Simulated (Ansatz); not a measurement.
# CH6NSi: a trajectory, and a look at its input

A trajectory is wanted. The input is run as typed.

Program: Ansatz 0.2.0, Gaussian basis. Level of theory: PBE0-D4/def2-SVP. These are calculated values, not measurements.

## 1. The structure

```
C    -0.7686    0.6752   -1.0640
N     0.2821    0.2986   -0.4755
Si    0.4284   -0.7009    1.1075
H    -1.7346    0.4166   -0.6482
H    -0.7545    1.2541   -1.9820
H     1.1704    0.5627   -0.9018
H    -0.9688   -0.9179    1.4565
H     1.1743    0.2550    1.9156
H     1.1713   -1.8435    0.5918
```

## 2. The run

run/in.yaml reads:

```yaml
crystal:
  periodic: [false, false, false]
  atoms:
    - {symbol: C, position_ang: [-0.768580, 0.675220, -1.063980]}
    - {symbol: N, position_ang: [0.282130, 0.298610, -0.475550]}
    - {symbol: Si, position_ang: [0.428440, -0.700870, 1.107500]}
    - {symbol: H, position_ang: [-1.734600, 0.416630, -0.648180]}
    - {symbol: H, position_ang: [-0.754500, 1.254110, -1.981950]}
    - {symbol: H, position_ang: [1.170430, 0.562670, -0.901780]}
    - {symbol: H, position_ang: [-0.968850, -0.917930, 1.456510]}
    - {symbol: H, position_ang: [1.174280, 0.255050, 1.915620]}
    - {symbol: H, position_ang: [1.171260, -1.843480, 0.591820]}
basis:
  gaussian: {orbitals: def2-SVP}
total_charge: 1
hamiltonian: {xc: pbe0, dispersion: d4}
md: {n_steps: 25, timestep: 0.5, temperature: 8000, ensemble: nvt_langevin, seed: 849, friction: 0.002, initial_velocities: maxwell_boltzmann}
```

On the command line:

```bash
> ansatz run in.yaml --threads 2 --pin off --events-out ev --progress --plain --max-ram 3481MiB
```

What does the calculation give? Wanted: this run.

**Answer**, as computed:

| quantity | value |
| --- | --- |
| this run | converged |
| fault | far too hot |

**Reading.** The set temperature is far above any at which the molecule holds together; the run shows the first femtoseconds of that heating.
